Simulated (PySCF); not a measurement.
**Which functional comes closest?**

Molecule: `InChI=1S/C4H8F2/c1-3-4(2,5)6/h3H2,1-2H3`.

Mapped SMILES: `[CH3:1][CH2:2][C:3]([CH3:4])([F:5])[F:6]` (H(Xn): hydrogen on atom n).

Geometry PBE0-D3(BJ)/def2-SVP throughout; GIAO in PySCF 2.14.0 with density-fitted response routines, gas phase, one conformer, non-relativistic; equivalent atoms averaged; basis pcSseg-1.

Reference values (measured; G. Saielli, R. Bini, A. Bagno, Computational 19F NMR. 2. Organic compounds, RSC Adv. 2014, ESI (exp. from Berger-Braun-Kalinowski 1994 and Everett 1995)): δ(F5/F6) = -93.3 ppm vs CFCl3. Computed shifts are taken against CFCl3, calculated as an isolated molecule at each level.

**Question.** How do the functionals HF, LDA, PBE, BLYP, BP86, OPBE, KT2, KT3, B97-D, B3LYP, PBE0, mPW1PW91, WP04, B97-2, BHandHLYP, CAM-B3LYP, wB97X-D, LC-wPBE perform against the reference? Times are CPU seconds on shared hosts with different chips, so compare them loosely.

**Answer.** 
```csv
functional,kind,F5/F6,abs. error F,core-s
HF,Hartree–Fock,-94.1,0.8,5.4
LDA,LDA,-141.5,48.2,14
PBE,GGA,-140.7,47.4,19
BLYP,GGA,-140.8,47.5,18
BP86,GGA,-140.9,47.6,18
OPBE,GGA,-136.3,43.0,18
KT2,GGA,-146.5,53.2,15
KT3,GGA,-141.4,48.1,15
B97-D,GGA,-137.3,44.0,15
B3LYP,global hybrid,-126.8,33.5,9.1
PBE0,global hybrid,-123.9,30.6,17
mPW1PW91,global hybrid,-123.7,30.4,9.1
WP04,global hybrid,-123.2,29.9,20
B97-2,global hybrid,-124.5,31.2,19
BHandHLYP,global hybrid,-111.2,17.9,19
CAM-B3LYP,range-separated hybrid,-114.9,21.6,25
wB97X-D,range-separated hybrid,-117.0,23.7,24
LC-wPBE,range-separated hybrid,-102.7,9.4,33
```

For $^{19}$F the closest is HF (0.8 ppm) and the furthest KT2 (53.2 ppm). One molecule is a small sample, and vibrational and solvent effects are absent from the calculation.
